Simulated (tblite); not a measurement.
Methoxyethane, C3H8O.
Bonds: C1–C2, C2–O3, O3–C4. Hydrogens: H5, H6, H7 on C1; H8, H9 on C2; H10, H11, H12 on C4.

Computed with GFN2-xTB (tblite), gas phase: nudged elastic band of 9 images (0 to 8), spring 0.2 eV/Å², climbing image at the end, force threshold 0.05 eV/Å. The top image wasn't refined or checked by frequencies; at this threshold it can lie a kcal/mol or more above the true saddle point of the method.

The band describes a rotation about C2–O3 (sp3 carbon bound to oxygen, ether oxygen), followed by the dihedral C1–C2–O3–C4, from the optimised start (-69°) to a second optimised geometry at 71°.

**Question.** Give the energy profile along the converged band.

**Answer.** 
| image | dihedral (°) | E (kJ/mol) | C2–O3 (Å) | C1···C4 (Å) | largest true force (eV/Å) |
| --- | --- | --- | --- | --- | --- |
| 0 | -69 | 0.00 | 1.410 | 3.03 | 0.01 |
| 1 | -56 | 1.87 | 1.410 | 2.92 | 0.04 |
| 2 | -40 | 7.92 | 1.415 | 2.86 | 0.08 |
| 3 | -17 | 15.91 | 1.422 | 2.84 | 0.06 |
| 4 | 9 | 16.90 | 1.424 | 2.84 | 0.05 |
| 5 | 38 | 8.20 | 1.416 | 2.87 | 0.09 |
| 6 | 56 | 1.87 | 1.411 | 2.93 | 0.06 |
| 7 | 66 | 0.20 | 1.410 | 3.01 | 0.04 |
| 8 | 71 | -0.04 | 1.410 | 3.05 | 0.01 |

Barriers of this band. The top is image 4 at 9°: 16.9 kJ/mol in either direction, as the ends lie within 0.002 eV of each other (their dihedrals are equal and opposite within 4°). The central bond is 0.014 Å longer at the top than at the start.

**Question.** What rate follows at 350 K for crossing this barrier forward?

**Answer.** Taking the electronic barrier for the free energy of activation (no zero-point or entropy terms, transmission 1), rate = (kT/h)·exp(−ΔE/kT) ≈ 2 × 10^10 s⁻¹, whose inverse is 5 × 10^-11 s. An error of 1 kcal/mol in the barrier changes this by a factor of 4, and the method and the loose band can each miss by that much or more.

The cost below is that of the whole band run. Hardware: an Intel Xeon Platinum 8488C with one thread, shared host with 192 logical CPUs at a one-minute load of 159. Cost: 2.7 s wall, 0.19 GiB resident at most.
